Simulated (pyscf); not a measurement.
Optimised with ωB97X-D3(BJ)/def2-SVP in PySCF.

Question: For `[SiH3][SeH]` + `[H]` [doublet] → `[SiH2][SeH]` [doublet] + `[H][H]`, a hydrogen abstraction (doublet surface; H–Si broken, H–H formed), PBE/def2-TZVP gives ΔE‡ = -0.5 kcal/mol and ΔE = -17.5 kcal/mol (zero: the separated reactants). In which direction and how far do r²SCAN/def2-TZVP, M06-2X/def2-TZVP, ωB97M-D3(BJ)/def2-TZVP move these?

Answer: r²SCAN: ΔE‡ = -1.5 kcal/mol, ΔE = -18.5 kcal/mol; M06-2X: ΔE‡ = 4.8 kcal/mol, ΔE = -16.9 kcal/mol; ωB97M-D3(BJ): ΔE‡ = 4.2 kcal/mol, ΔE = -14.1 kcal/mol. PBE's barrier lies among them. Its reaction energy lies among theirs. At PBE, r²SCAN this geometry lies under the reactants; that is no barrier but a single point on another level's saddle; such a level's own saddle, if it has one, lies nearer that side and is low. •H₂Si–SeH lies 11.7 kcal/mol over its isomer H₃Si–Se• (electronic energy, ωB97M-D3(BJ)/def2-TZVP). One saddle was located; it need not be the lowest between these sides. The angle at the transferred H is 180°. Elements up to Kr have no core potential and no relativistic terms here.
